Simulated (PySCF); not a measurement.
CS.
Numbering: `[C-:1]#[S+:2]`

Geometry (PBE0/6-31+G*, Å), atoms numbered from 1 in this order:
```
atom  x, y, z in Å
C1     0.763    0.000   -0.002
S2    -0.775    0.008   -0.011
```

Level of theory: PySCF, PBE0/6-31+G* geometry optimisation, gas phase.

Take the most abundant isotopes and a rigid rotor. 

Q: What are the moment of inertia and the rotational constant?

A: I = 20.657 u·Å², B = 505379 MHz·u·Å²/I = 24465 MHz (0.8161 cm⁻¹, or 1.174 K as hB/k). For two atoms I = μr² with μ = 8.7252 u and r = 1.5387 Å.

Q: List the first levels of a rigid rotor in a Σ state.

A: E(J) = BJ(J+1): J = 1: 1.632, J = 2: 4.896, J = 3: 9.793, J = 4: 16.321, J = 5: 24.482, J = 6: 34.275 cm⁻¹.

Q: Where do the first rotational lines fall?

A: The dipole is 1.74 D; J+1 ← J lies at 2B(J+1): 1 ← 0 at 48.93 GHz, 2 ← 1 at 97.86 GHz, 3 ← 2 at 146.79 GHz, 4 ← 3 at 195.72 GHz, 5 ← 4 at 244.65 GHz, 6 ← 5 at 293.58 GHz.

Q: Estimate the classical rotational partition function at 100 K, 200 K and 298.15 K.

A: Point group C∞v, symmetry number σ = 1; q = kT/(σhB), k/h = 20836.6 MHz/K: 85.2 at 100 K, 170 at 200 K, 254 at 298.15 K.

No PBE0/6-31+G* frequencies stand behind this structure, so it isn't proved a minimum. Constants of a rigid frame at the computed geometry: no zero-point averaging, no centrifugal distortion.
